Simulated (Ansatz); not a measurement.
System: HS, charge 0, doublet. HS (SMILES [SH], doublet).
B3LYP-D3(BJ)/def2-TZVP minimum from Ansatz (an electronic-structure program):
```
S
H 1 1.3473
```
Charge 0, spin multiplicity 2.

Quantity: atomisation energy (electronic, to ground-state atoms), in kcal/mol. Radicals and triplets start from unrestricted determinants; spin-orbit coupling is neglected. CBS(X,Y): correlation extrapolated as X^-3, Hartree-Fock from the larger set (Q,5: extrapolated as (X+1)exp(-9√X)). A bracket is a step between two methods taken in the basis named. The functionals are non-relativistic, so their misses hold any scalar relativity. Double hybrids freeze cores in their MP2 part. '+ core + X2C': CCSD(T) terms for core correlation (cc-pwCVTZ, 1s frozen past Ne) and scalar relativity (cc-pVTZ-DK). Full CI freezes restricted core orbitals, also for open shells; the composite that ends in it estimates full CI at the basis-set limit. For partners of very few electrons the exact lower level stands in for a higher one.

CCSD(T)/CBS(cc-pV(Q+d)Z,cc-pV(5+d)Z) + [CCSDT(Q) - CCSD(T)]/cc-pV(5+d)Z + [FCI - CCSDT(Q)]/cc-pV(D+d)Z + core + X2C (Ansatz) gives 87.6 kcal/mol.

**Question.** What does PBE/def2-TZVPD (Ansatz) give here, and how do the other levels compare?

**Answer.** PBE gives 88.0 kcal/mol, 0.4 kcal/mol above it. Differences of the others: r2SCAN/def2-TZVPD (Ansatz) 0.9; wB97M-V/def2-TZVPD (Ansatz) 1.0; B2PLYP/def2-TZVPD (Ansatz) -1.7; CCSD(T)/CBS(cc-pV(Q+d)Z,cc-pV(5+d)Z) + core + X2C (Ansatz) -0.1 kcal/mol. Nearer than PBE: CCSD(T)/CBS(cc-pV(Q+d)Z,cc-pV(5+d)Z) + core + X2C.
